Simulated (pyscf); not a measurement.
Thermochemistry of product channels of GeH₃• + chloromethane (H₃C–Cl) on the doublet surface, in kcal/mol, from ωB97M-D3(BJ)/def2-TZVP energies (ideal gas, 1 atm, RRHO with modes under 100 cm⁻¹ raised to 100, one conformer, R ln 2 for chiral ones without a mode under 150 cm⁻¹). Single points on ωB97X-D3(BJ)/def2-SVP structures (PySCF, gas phase).

| products | ΔE | ΔH(298 K) | ΔG(900 K) | ΔG(1200 K) |
|---|---|---|---|---|
| H₃C–GeH₂• + hydrogen chloride (HCl) | -11.7 | -11.8 | -13.8 | -14.9 |
| germane (GeH₄) + •H₂C–Cl | +17.3 | +14.3 | +12.9 | +12.1 |
| H₃C–GeH₃ + Cl atom (Cl•) | … | +6.2 | +12.9 | +14.5 |
| Cl–GeH₃ + methyl (CH₃•) | … | -12.4 | -12.4 | -12.8 |
| H₃C–GeH₂–Cl + H atom (H•) | … | -9.1 | -3.3 | -2.5 |
| Cl–CH₂–GeH₂• + hydrogen (H₂) | +11.0 | +8.4 | +10.9 | +10.8 |
| Cl–GeH₂• + methane (CH₄) | -35.6 | -34.2 | -33.8 | -33.6 |
| germylene (GeH₂) [singlet] + hydrogen (H₂) + •H₂C–Cl | +60.5 | +53.7 | +22.6 | +11.6 |
| germane (GeH₄) + methylene (CH₂) [triplet] + Cl atom (Cl•) | +115.8 | +110.3 | +85.7 | +77.0 |

**Question.** Fill in the missing entries.

**Answer.** 
- H₃C–GeH₃ + Cl atom (Cl•), ΔE: +5.3
- Cl–GeH₃ + methyl (CH₃•), ΔE: -10.4
- H₃C–GeH₂–Cl + H atom (H•), ΔE: -6.9

These are energies of the channels, which say nothing of barriers. Cl–CH₂–GeH₂• lies 38.7 kcal/mol over its isomer H₃C–GeH•–Cl (electronic energy, ωB97M-D3(BJ)/def2-TZVP). Left out: orbital degeneracy and the spin-orbit lowering of Cl. Elements up to Kr have no core potential and no relativistic terms here.
